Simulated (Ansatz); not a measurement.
The same path of CH4AlCl + H (8 atoms, charge 0, multiplicity 2) was run twice with different band settings. Lost on the way: Al1–H2. Made: H2–H8.

The calculation used Ansatz 0.2.0, UKS PBE0-D4/6-31G*.

Relaxed end points:

```xyz
8
Properties=species:S:1:pos:R:3
Al 0.022 0.007 -0.179
H -0.155 -0.012 1.397
C 1.713 0.012 -1.140
H 2.067 -1.017 -1.293
H 1.618 0.470 -2.130
H 2.496 0.540 -0.584
Cl -1.778 0.012 -1.293
H -0.128 -0.014 4.192
```

```xyz
8
Properties=species:S:1:pos:R:3
Al 0.018 0.014 -0.431
H -0.275 0.100 3.146
C 1.769 0.016 -1.341
H 1.933 -0.963 -1.811
H 1.765 0.773 -2.136
H 2.599 0.221 -0.659
Cl -1.685 -0.262 -1.689
H -0.270 0.101 3.891
```

Common settings: movable images 7; climbing image yes; spring 5.0 eV/Å²; start path through a guess of the saddle point; force threshold 0.05 eV/Å; end points relaxed.

| run | optimiser | iteration limit | largest step |
| --- | --- | --- | --- |
| 1 | quadratic models (default) | 54 | default |
| 2 | fire | 60 | 0.02 Å |

Question: What does each run give, and how far can it be trusted?

Answer: Run 1: converged after 8 iterations, highest image 0.062 eV above the first end. A vibrational analysis at the climbing image gives one clearly imaginary mode, 567i cm⁻¹, and a faint second one (24i cm⁻¹) that may be numerical noise or a soft torsion: probably a first-order saddle point.
Run 2: converged after 28 iterations, highest image 0.062 eV above the first end. Another band between the same ends (7 images) ends at a top of the same energy, where a vibrational analysis finds 1 clearly imaginary mode.
